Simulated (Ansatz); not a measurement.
Process, species as SMILES: C=C=O + 4 [H][H] (H2) → 2 C (CH4) + O (H2O)
B3LYP-D3(BJ)/def2-TZVP geometries, fixed; electronic energies without zero-point terms.

Basis-set convergence of the energy of full hydrogenation at MP2 with Ansatz (a quantum-chemistry and plane-wave program). Cartesian d functions, on some or all atoms, in 6-31G*, 6-31G**, 6-31+G*; all else is spherical. Cores are frozen. No added dispersion term, no relativity. Functions are those of the species that has most. Reference: Hartree-Fock in aug-cc-pVQZ plus the correlation part extrapolated as X^-3 from aug-cc-pVTZ and aug-cc-pVQZ, -102.26 kcal/mol, itself unsure by roughly 0.18 kcal/mol (a third of the extrapolation step and of the last Hartree-Fock step). Deviations are taken from unrounded values.

```csv
basis,functions,energy of full hydrogenation (kcal/mol),minus reference (kcal/mol)
6-31G,31,-90.00,12.26
6-31G*,49,-87.22,15.03
6-31G**,55,-98.06,4.20
6-31+G*,61,-91.12,11.13
6-311G**,66,-94.89,7.36
6-311+G**,78,-98.96,3.29
def2-SVPD,79,-107.78,-5.53
aug-pcseg-1,87,-103.87,-1.62
"6-311++G(2d,2p)",101,-102.28,-0.02
def2-TZVPD,132,-96.55,5.70
jun-cc-pV(T+d)Z,145,-102.64,-0.39
def2-TZVPPD,148,-102.53,-0.28
aug-cc-pVTZ,184,-102.61,-0.35
cc-pVQZ,225,-101.45,0.80
def2-QZVPP,231,-102.25,0.01
pcseg-3,246,-102.93,-0.67
def2-QZVPPD,258,-102.56,-0.30
aug-pcseg-3,353,-102.63,-0.38
```
